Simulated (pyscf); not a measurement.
Optimised with ωB97X-D3(BJ)/def2-SVP in PySCF.

Task: Estimate by transition-state theory the rate constant of disilane (H₃Si–SiH₃) + chlorine (Cl–Cl) → H₃Si–Cl + H₃Si–Cl (singlet surface; Si–Si, Cl–Cl broken, Cl–Si, Cl–Si formed) at 900 K, with ωB97M-D3(BJ)/def2-TZVP energies (ideal gas, 1 atm, RRHO with modes under 100 cm⁻¹ raised to 100, one conformer, R ln 2 for chiral ones without a mode under 150 cm⁻¹; no tunnelling).

Result: The electronic barrier is 60.3 kcal/mol and the thermal terms add +28.2, so ΔG‡ = 88.5 kcal/mol. With k_BT/h = 1.88e+13 s⁻¹ and RT = 1.788 kcal/mol, and a volume of 1.23e-19 cm³ per molecule at 1 atm, k = 7.4e-28 cm³ molecule⁻¹ s⁻¹. Wigner's tunnelling factor for 693i cm⁻¹ would be 1.05. A shift of 1 kcal/mol in the barrier changes k by a factor 1.7. At the saddle there is also a short Cl–Si contact that neither side keeps. From the product side, •H₂Si–Cl + H• lies, by one bond made or cut, 49.1 kcal/mol under this saddle at ωB97M-D3(BJ)/def2-TZVP. This is the saddle that the search found; another between the same sides may lie lower. A restricted solution here is unstable towards spin polarisation, so biradical character is likely and single-reference numbers are less safe.
